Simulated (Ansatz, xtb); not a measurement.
Isomers of BH5NSi+ in order of energy

6 gas-phase structures of BH5NSi+, found in a search over its isomers (lower ones may exist). Each was relaxed with GFN2-xTB; where two conformers were screened, the lower at r2SCAN-D4/def2-SVP is listed:

A. `NB[SiH2+]`, a singlet
B. `B[SiH]=[NH2+]`, a singlet
C. `B=[NH+][SiH3]`, a singlet
D. `[BH3-][Si+]=[NH2+]`, a singlet
E. `B[NH+]=[SiH2]`, a singlet
F. `[BH2-]1[NH2+][SiH+]1`, a singlet

Q: Make a reasoned guess at their ranking by r2SCAN-D4/def2-SVP single-point energy.

A: Calculated order at r2SCAN-D4/def2-SVP: C (0.0), E (0.5), A (40.8), B (78.7), F (133.0), D (173.6) kJ/mol. Less than 1 kcal/mol parts C and E, so the order within that pair means little.

Energies above the lowest of each column, in kJ/mol; the last columns are at PBE0-D3(BJ)/def2-SVP geometries and were run for some of them only (a dash: not run or not comparable):

| structure | GFN2-xTB | HF/STO-3G | r2SCAN-D4/def2-SVP | PBE0-D3(BJ)/def2-SVP | CCSD(T)/def2-TZVP |
| --- | --- | --- | --- | --- | --- |
| C | 56.4 | 23.3 | 0.0 | 0.7 | 2.6 |
| E | 0.0 | 0.0 | 0.5 | 0.0 | 0.0 |
| A | 44.7 | 52.7 | 40.8 | 31.3 | 64.3 |
| B | 88.3 | 103.8 | 78.7 | 74.6 | – |
| F | 106.0 | 143.2 | 133.0 | – | – |
| D | 76.8 | 307.3 | 173.6 | – | – |

Every level run on E puts it lowest or level with the lowest. CCSD(T)/def2-TZVP orders those it was run on as E (0.0), C (2.6), A (64.3) kJ/mol. Less than 1 kcal/mol parts E and C, so the order within that pair means little. Some further structures that were screened fall inside this span and aren't listed. Flexible structures stand in one conformer each, not always the lowest. Frequencies (PBE0-D3(BJ)/def2-SVP) were run for A, C, E alone.

Over these structures GFN2-xTB departs from r2SCAN-D4/def2-SVP by 35.2 kJ/mol on average once a common shift is removed. A GFN2-xTB relaxation took about 0.069 s and the r2SCAN-D4/def2-SVP energy about 0.84 s on a shared host (Ansatz 0.2.0, xtb 6.7.1).
